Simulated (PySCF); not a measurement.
Compound: 1,4-dioxin, C4H4O2.
Numbering: `[CH:1]1=[CH:2][O:3][CH:4]=[CH:5][O:6]1` (hydrogens: H7 on C1; H8 on C2; H9 on C4; H10 on C5)

All values: B3LYP/def2-SVPD (PySCF, non-relativistic), on one gas-phase PBE0-D3(BJ)/def2-SVP geometry that isn't relaxed in the solvent. The solvent is an IEF-PCM continuum (Bondi radii, 1.10 Å for H, scaled by 1.2), and excitations are vertical TDDFT with non-equilibrium linear response and a frozen core. Only the electrostatic response of the medium enters.

Gas-phase singlets (H = HOMO, L = LUMO):

```
state  E (eV)  λ (nm)      f  leading configuration
   S1   3.793     327  0.000                H→L 99%
   S2   4.709     263  0.016              H→L+1 98%
   S3   5.556     223  0.000              H→L+2 99%
   S4   5.729     216  0.002              H→L+3 98%
   S5   5.935     209  0.000             H→L+4 100%
```

How does the list change in chloroform (ε = 4.711)?

```tsv
state	E (eV)	λ (nm)	f	leading configuration	change by rank (eV)
S1	3.825	324	0.000	H→L 99%	+0.032
S2	4.716	263	0.021	H→L+1 98%	+0.007
S3	5.752	216	0.000	H→L+2 99%	+0.196
S4	5.905	210	0.005	H→L+4 98%	+0.176
S5	5.968	208	0.000	H→L+3 100%	+0.033
```

How does the list change in dimethylsulfoxide (ε = 46.83)?

```csv
state,E (eV),λ (nm),f,leading configuration,change by rank (eV)
S1,3.842,323,0.000,H→L 99%,+0.049
S2,4.719,263,0.021,H→L+1 98%,+0.010
S3,5.835,212,0.000,H→L+2 99%,+0.279
S4,5.977,207,0.000,H→L+3 100%,+0.248
S5,5.986,207,0.006,H→L+4 98%,+0.051
```

How do the frontier levels move from gas to dimethylsulfoxide?

```csv
orbital,gas (eV),solvent (eV),change (eV),"Löwdin shares, gas","Löwdin shares, solvent"
LUMO+2,1.10,1.38,+0.28,"H7 11 %, H9 11 %, H8 11 %, H10 11 %","O6 10 %, O3 10 %, C4 10 %, C1 10 %"
LUMO+1,0.34,0.37,+0.03,"C4 14 %, C5 14 %, C1 14 %, C2 14 %","C1 15 %, C4 15 %, C5 15 %, C2 15 %"
LUMO,-0.54,-0.49,+0.05,"C4 19 %, C5 19 %, C1 19 %, C2 19 %","C5 19 %, C1 19 %, C2 19 %, C4 19 %"
HOMO,-5.38,-5.40,-0.02,"O6 23 %, O3 23 %, C2 13 %, C5 13 %","O3 22 %, O6 22 %, C1 13 %, C4 13 %"
HOMO-1,-8.14,-8.10,+0.04,"C5 21 %, C2 21 %, C4 21 %, C1 21 %","C4 21 %, C1 21 %, C2 21 %, C5 21 %"
HOMO-2,-9.60,-9.61,-0.01,"O6 26 %, O3 26 %, C1 9 %, C4 9 %","O3 26 %, O6 26 %, C2 9 %, C5 9 %"
HOMO-3,-11.07,-11.14,-0.07,"O6 38 %, O3 38 %, C1 6 %, C4 6 %","O3 37 %, O6 37 %, C2 6 %, C5 6 %"
```

The HOMO–LUMO gap goes from 4.84 to 4.90 eV. Rows go by rank; for HOMO-2, HOMO and LUMO+2 the atom shares or the degeneracy differ between the runs, so the row needn't follow one orbital.
